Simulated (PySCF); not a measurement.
# Where does isobutyronitrile take a proton?

System: isobutyronitrile, `CC(C)C#N` (C4H7N). Atom numbers as in the mapped SMILES `[CH3:1][CH:2]([CH3:3])[C:4]#[N:5]`.

These are calculated values, ωB97X-D3(BJ)/def2-TZVP in PySCF (grid level 2) at geometries from PBE0-D3(BJ)/def2-SVP. Zero-point and thermal terms (298.15 K, 1 bar) come from unscaled PBE0-D3(BJ)/def2-SVP harmonic frequencies, with soft modes damped to free rotors in the entropy.

```csv
site,product,PA / kJ/mol,GB / kJ/mol
N5 (nitrile nitrogen),CC(C)C#[NH+],816,785
```

PA is −ΔH and GB is −ΔG of B + H⁺ → BH⁺ in the gas phase. Sites whose products fell apart, merged with another or lost in a GFN2-xTB screen aren't listed.

Measured values (NIST Chemistry WebBook, evaluated or the median of agreeing entries): proton affinity (−ΔH) 804 kJ/mol (computed 816, difference 12); gas-phase basicity (−ΔG) 773 kJ/mol (computed 785, difference 13).

Hardware: 1 thread of Arm Neoverse V2, shared with other jobs. Command: `OMP_NUM_THREADS=1 python redox_run.py task.json out`. Structures, frequencies and single points: 5 min.

Differences come from unrounded values, so a last digit can differ from that of the printed terms.
